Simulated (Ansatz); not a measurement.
Input file:

```yaml
crystal:
  periodic: [false, false, false]
  atoms:
    - {symbol: C, position_ang: [0.000000, -1.160693, 0.575194]}
    - {symbol: S, position_ang: [0.000000, 0.246092, 1.574708]}
    - {symbol: Ga, position_ang: [0.000000, 0.086769, -0.823279]}
basis:
  gaussian: {orbitals: STO-3G}
magnetization: {spin_polarized: true, initial_magnetization: 5}
hamiltonian: {xc: hf}
output: {orbitals: {seedname: orbitals}}
```

```sh
$ ansatz run in.yaml --threads 1 --pin off --events-out ev --progress --plain --max-ram 2393MiB
```

Log:

```
342 factors; integrals over basis functions are off by at most 3.7e-5 eV
mean field evaluation 1: about -63432.1595 eV, gradient 1.2e1 eV
mean field evaluation 2: about -63432.2084 eV, gradient 1.2e1 eV
mean field evaluation 4: about -63435.0624 eV, gradient 4.6e0 eV
mean field evaluation 8: about -63435.7516 eV, gradient 1.6e0 eV
mean field evaluation 16: about -63440.3786 eV, gradient 4.6e-1 eV
mean field evaluation 32: about -63440.5232 eV, gradient 4.3e-5 eV
mean field evaluation 64: about -63440.5212 eV, gradient 2.3e-1 eV
mean field evaluation 96: about -63440.3857 eV, gradient 1.7e-1 eV
mean field evaluation 128: about -63439.9281 eV, gradient 1.2e0 eV
mean field evaluation 160: about -63439.3773 eV, gradient 3.6e-1 eV
mean field evaluation 192: about -63438.1490 eV, gradient 7.9e-1 eV
mean field evaluation 224: about -63440.3776 eV, gradient 5.7e-1 eV
mean field evaluation 256: about -63439.9100 eV, gradient 2.5e0 eV
mean field evaluation 288: about -63440.3840 eV, gradient 2.8e-1 eV
mean field evaluation 320: about -63437.6521 eV, gradient 6.7e0 eV
mean field evaluation 352: about -63438.2876 eV, gradient 1.1e0 eV
mean field evaluation 384: about -63430.7365 eV, gradient 1.7e1 eV
mean field evaluation 416: about -63435.7889 eV, gradient 3.7e-1 eV
mean field evaluation 448: about -63440.3622 eV, gradient 2.0e0 eV
mean field -63440.52321451 eV, -2331.3962266020 hartree, gradient 6.6e-6 eV, S^2 8.913028; 8 other end points of the search recorded, 0 dependent functions left out
reference -63440.52321451 eV, -2331.3962266020 hartree; 29, 24 occupied and 3, 8 virtual orbitals, 342 factors
Total energy: -63440.52321451 eV, -2331.3962266020 hartree
```

Ran on 1 thread of Intel Xeon Platinum 8488C, shared host: 3 s wall, 0.18 GiB peak host memory.
